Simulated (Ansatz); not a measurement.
Compare A (`C=CC(=C)F`) with its isomer B (`CC1C=C1F`).

Program: Ansatz. Geometries: PBE0-D4/def2-TZVP. ΔE: electronic, gas phase. CBS: MP2 limit from def2 TZ/QZ plus the TZ coupled-cluster correction, frozen cores. Functionals use def2-TZVPP. B3LYP here is the variant with VWN-RPA as its local correlation; programs differ in this. Each species was taken in one conformer, which may not be the lowest.

Which is lower in electronic energy at CCSD(T)/CBS, and by how much? (Best estimate.)

Computed: A, by 171.7 kJ/mol.

Give E(B) − E(A) in kJ/mol with PBE0-D4, MP2/def2-TZVPP, B3LYP-D4, PBE-D4, ωB97M-V, CCSD/def2-TZVPP, BLYP-D4. (An estimate is asked.)

Computed: PBE0-D4 156.1, MP2/def2-TZVPP 158.2, B3LYP-D4 180.5, PBE-D4 157.6, ωB97M-V 164.6, CCSD/def2-TZVPP 171.5, BLYP-D4 183.8. None reverses the order clearly.

Does the order hold for the free energy at 298.15 K (harmonic terms from PBE0-D4)? (An estimate is asked.)

Computed: Yes: G(B) − G(A) = +170.1 kJ/mol, for one conformer each.

Largest T1 diagnostic: 0.012.

Leaving LDA and LC-ωPBE aside and taking each functional with its dispersion term where it has one, the values, not all of them listed here, spread over 28.7 kJ/mol, from PBE-QIDH to BLYP-D4. LDA lies −7.9 kJ/mol from PBE without D4. At CCSD(T), def2-SVP lies −10.2 kJ/mol from the extrapolated value and def2-TZVPP −0.3 kJ/mol.
